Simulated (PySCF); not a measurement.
Level of theory: PySCF 2.14.0 with PBE-D3(BJ)/def2-TZVP // B3LYP-D3(BJ)/def2-TZVP. All species are isolated molecules in the gas phase. Delta-SCF ions had no search for a lower state. Excitations are Tamm–Dancoff values on a coarser integration grid. The basis has no diffuse functions, so Rydberg states are missing or too high.

Reference species (SMILES): `B(F)(F)F` (neutral, multiplicity 1).

```yaml
vertical ionisation energy (Delta-SCF): 14.42 eV
S1–T1 gap (TDA): 0.26 eV
HOMO: -10.00 eV
```

Changed species: `BF` (2 of 3 F replaced by H; the reference has 0 of 3 F replaced by H).

Q: Give the shifts of the vertical ionisation energy (Delta-SCF), S1–T1 gap (TDA) and HOMO.

A: the vertical ionisation energy (Delta-SCF) falls by 2.32 eV, to 12.10 eV; the S1–T1 gap (TDA) rises by 0.39 eV, to 0.65 eV; the HOMO goes up by 2.24 eV, to -7.76 eV.
